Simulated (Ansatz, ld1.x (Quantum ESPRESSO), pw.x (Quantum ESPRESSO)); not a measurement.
**From atom to crystal: PAW potential for boron (B)**

```json
{
 "Element": "boron (B)",
 "Generator": "ld1.x (Quantum ESPRESSO) 7.5",
 "Type": "PAW",
 "Functional": "PBEsol",
 "Relativity": "scalar-relativistic",
 "Frozen core": "[He]",
 "Valence charge": "3",
 "Reference configuration": "2s2 2p1",
 "Partial waves": "2s (bound): rcut 1.30, rcutus 1.55 bohr; 2s channel at 1.1 Ry: rcut 1.30, rcutus 1.55 bohr; 2p (bound): rcut 2.90, rcutus 3.15 bohr; 2p channel at 0.1 Ry: rcut 2.90, rcutus 3.15 bohr",
 "Local potential": "all-electron potential smoothed inside 1.75 bohr (lloc = -1)",
 "Core correction": "Bessel-smoothed model core inside 1.30 bohr",
 "Augmentation charge": "BESSEL, radius 1.50 bohr"
}
```

Crystal test: diamond B in pw.x 7.5, no spin, 11³ k-points, Fermi–Dirac smearing 0.01 Ry, cutoffs 40/320 Ry. The lattice is a test structure that the element need not adopt, and mesh and smearing are coarse.

pw.x input:

```
&control
  calculation='scf', prefix='x', pseudo_dir='./', outdir='./tmp', tstress=.true., disk_io='none'
/
&system
  ibrav=0, nat=2, ntyp=1, ecutwfc=40, ecutrho=320, nbnd=10,
  occupations='smearing', smearing='fd', degauss=0.01
/
&electrons
  conv_thr=1e-09, mixing_beta=0.4, electron_maxstep=70
/
ATOMIC_SPECIES
B 1.0 B.UPF
CELL_PARAMETERS angstrom
  0.00000000 2.01620173 2.01620173
  2.01620173 0.00000000 2.01620173
  2.01620173 2.01620173 0.00000000
ATOMIC_POSITIONS crystal
B 0.0000 0.0000 0.0000
B 0.2500 0.2500 0.2500
K_POINTS automatic
11 11 11 0 0 0
```

```bash
pw.x < B.scf.in > B.scf.out
```

How does the run end?

It converges; the pressure is 35.52 GPa against 0.07 GPa from all-electron LAPW. The largest radius (3.15 bohr) exceeds half the bond length (1.65 bohr), so the spheres overlap, which is one possible source of error among others. This is a poor potential for the solid. The atomic tests give no hint of an error of this size, and its cause was not traced. The log shows:

```
     number of Kohn-Sham states=           10
     kinetic-energy cutoff     =      40.0000  Ry
     charge density cutoff     =     320.0000  Ry
     scf convergence threshold =      1.0E-09
     Exchange-correlation= SLA  PW   PSX  PSC
     number of k points=    56  Fermi-Dirac smearing, width (Ry)=  0.0100
     iteration #  1     ecut=    40.00 Ry     beta= 0.40
     total energy              =     -22.07954446 Ry
     estimated scf accuracy    <       0.23887990 Ry
     iteration #  2     ecut=    40.00 Ry     beta= 0.40
     total energy              =     -22.14085239 Ry
     estimated scf accuracy    <       0.07594014 Ry
     iteration #  3     ecut=    40.00 Ry     beta= 0.40
     total energy              =     -22.15047156 Ry
     estimated scf accuracy    <       0.00016380 Ry
     iteration #  4     ecut=    40.00 Ry     beta= 0.40
     total energy              =     -22.15067848 Ry
     estimated scf accuracy    <       0.00000542 Ry
     iteration #  5     ecut=    40.00 Ry     beta= 0.40
     total energy              =     -22.15069780 Ry
     estimated scf accuracy    <       0.00000031 Ry
     iteration #  6     ecut=    40.00 Ry     beta= 0.40
     total energy              =     -22.15069943 Ry
     estimated scf accuracy    <          8.2E-09 Ry
     iteration #  7     ecut=    40.00 Ry     beta= 0.40
     the Fermi energy is     6.0335 ev
!    total energy              =     -22.15069947 Ry
     estimated scf accuracy    <          2.5E-10 Ry
     smearing contrib. (-TS)   =      -0.00447958 Ry
     The total energy is F=E-TS. E is the sum of the following terms:
     one-electron contribution =       6.11062768 Ry
     hartree contribution      =       1.14587866 Ry
     xc contribution           =      -4.72251587 Ry
     ewald contribution        =     -12.72448907 Ry
     one-center paw contrib.   =     -11.95572128 Ry
     convergence has been achieved in   7 iterations
          total   stress  (Ry/bohr**3)                   (kbar)     P=      355.19
     Message from routine punch:
     Nothing written, as per user request (disk_io='none')
```
